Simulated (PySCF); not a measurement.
**`C(C(C#C)[S-])#C`, [C$_{5}$H$_{3}$S]-, charge -1**

Geometry:
| atom | x (Å) | y (Å) | z (Å) |
| --- | --- | --- | --- |
| C1 | 2.178 | -0.736 | -0.170 |
| C2 | 0.980 | -0.667 | -0.161 |
| C3 | -0.461 | -0.623 | -0.053 |
| S4 | -0.984 | -1.406 | 1.535 |
| C5 | -0.934 | 0.742 | -0.098 |
| C6 | -1.349 | 1.867 | -0.050 |
| H7 | 3.225 | -0.810 | -0.162 |
| H8 | -0.916 | -1.206 | -0.872 |
| H9 | -1.724 | 2.846 | 0.007 |

Total charge -1.

Level of theory: PySCF, GIAO PBE/aug-pcSseg-1 magnetisability, rotational g tensor and spin-rotation constants, non-relativistic, gas phase. Geometry: GFN2-xTB.

For an ion the centre-of-mass motion in the field is neglected. The highest occupied orbital is unbound at this level, so the values depend on the basis.

(1) What are the magnetisability and the molar susceptibility?

(2) Split it along the inertial axes a, b, c into diamagnetic and paramagnetic parts about the centre of mass, with the quadrupole moment.

(3) And the rotational g tensor?

Results:

(1) Isotropic -1086 × 10⁻³⁰ J/T², or -65.4 × 10⁻⁶ cm³/mol; principal values -1244, -1068, -946 × 10⁻³⁰ J/T², anisotropy 260 × 10⁻³⁰ J/T² (root of half the summed squared differences of the principal values). The susceptibility is in cgs units.

(2) 
| axis | χ (10⁻⁶ cm³/mol) | diamagnetic (10⁻⁶ cm³/mol) | paramagnetic (10⁻⁶ cm³/mol) | summed x² of all electrons (Å²) | quadrupole Θ (D Å) |
| --- | --- | --- | --- | --- | --- |
| a | -64.3 | -448.9 | 384.6 | 104.1 | +5.19 |
| b | -73.8 | -514.4 | 440.6 | 88.7 | -13.00 |
| c | -58.1 | -818.1 | 760.0 | 17.1 | +7.81 |

Anisotropies 2χaa − χbb − χcc = +3.2 and 2χbb − χaa − χcc = -25.2 × 10⁻⁶ cm³/mol. Θ is traceless in Buckingham's convention.

(3) 
```tsv
axis	rotational constant (GHz)	g	nuclear part	electronic part
a	3.2448	-0.0522	0.5340	-0.5862
b	2.8274	-0.0187	0.5666	-0.5853
c	1.6104	-0.0318	0.5432	-0.5750
```
Asymmetric top; isotopes 12C, 1H, 32S; no vibrational averaging.
